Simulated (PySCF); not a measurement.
CCl₄.
Numbering: `[Cl:1][C:2]([Cl:3])([Cl:4])[Cl:5]`

A GFN2-xTB structure was refined with PySCF, PBE0-D3(BJ)/def2-SVP geometry optimisation, gas phase. Its GFN2-xTB values:

| coordinate | GFN2-xTB |
| --- | --- |
| Cl1–C2 | 1.781 Å |
| C2–Cl4 | 1.749 Å |
| Cl1–C2–Cl3 | 109.2° |

Problem. How do these coordinates change at the PBE0-D3(BJ)/def2-SVP level?

Solution. 
```
coordinate  PBE0-D3(BJ)/def2-SVP (Å or °)  change
    C2–Cl4                          1.770  +0.021
    Cl1–C2                          1.769  -0.012
Cl1–C2–Cl3                          109.5    +0.3
```

The energy falls by 0.67 kJ/mol over 4 energy and gradient evaluations, the largest force component goes from 0.0079 to 2.5e-04 Eh/bohr, and the atoms move by 0.011 Å rms after alignment. The bond that changes most is C2–Cl4 (ends: carbon bonded to 4 Cl; chlorine bonded to C), which lengthens by 0.021 Å. Bonds longer at the end by more than 0.005 Å: 2 of 4; shorter: 1.

The run used 86 basis functions and 27 SCF cycles in all. Hardware: one thread, Intel Xeon 6975P-C (x86_64), shared host. Cost: 7.4 s of wall time, 0.38 GiB resident at most.

PBE0-D3(BJ)/def2-SVP frequencies: not computed here.
